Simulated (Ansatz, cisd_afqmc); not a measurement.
System: HOCl, charge 1, doublet. HOCl+ (parent SMILES OCl, doublet).
B3LYP-D3(BJ)/def2-TZVP minimum from Ansatz (an electronic-structure program):
```
O
H 1 0.9943
Cl 1 1.5802 2 110.10
```
Charge +1, spin multiplicity 2.

Total energies in cc-pV(D+d)Z, 13 correlated electrons, 6 frozen orbitals. UHF or UKS for unpaired electrons; spin-orbit terms are left out. Correlated methods leave the cores frozen. No relativity. AFQMC/CISD: phaseless, guided by CISD from CCSD amplitudes; bars are statistical, one sigma. Outlying blocks are dropped, and bars are widened where a walk drifts. Over all cases where full CI ran beside it in this data, AFQMC minus full CI had a median of +0.1 mEh and passed +0.4 mEh in a tenth of the cases.

| method | program | energy (Eh) | minus CCSDT(Q) (mEh) |
|---|---|---|---|
| HF | Ansatz | -534.49096 | 355.84 |
| MP2 | Ansatz | -534.81492 | 31.89 |
| CCSD | Ansatz | -534.83437 | 12.43 |
| CCSD(T) | Ansatz | -534.84470 | 2.10 |
| CCSDT(Q) | Ansatz | -534.84680 | 0.00 |
| AFQMC/CISD | cisd_afqmc | -534.8459 ± 0.0004 | 0.9 ± 0.4 |

Rough core times of Ansatz's runs on a shared machine: CCSD(T) under 20 s, CCSDT(Q) 40 s.
